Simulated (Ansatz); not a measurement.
## Several solutions for doublet CO(+)

```yaml
atoms:
  - { symbol: C, position_ang: [0.0000, 0.0000, 0.0000] }
  - { symbol: O, position_ang: [0.0000, 0.0000, 1.8955] }
```

Basis set: 6-31G (spherical functions). Charge 1, multiplicity 2.

UHF was run from several starts with Ansatz (development build ahead of 0.2.0).

| run | program | start | converged | energy (hartree) | <S²> |
| --- | --- | --- | --- | --- | --- |
| A | Ansatz | atomic start, no search | yes | -111.93928 | 0.76 |
| B | Ansatz | search for the lowest state | yes | -112.09481 | 1.88 |
| C | Ansatz | stability test followed | yes | -112.04353 | 1.72 |

Task: Which runs reached the lowest solution of this kind, and what is wrong with the others?

Result: B reached the lowest solution found. Converged but too high: A by 4.23 eV, C by 1.40 eV. Convergence only shows a stationary point, and even a stable one can lie too high; stability tests and further starts are what find lower ones. Caution: the unrestricted determinant is a mixture of spin states.
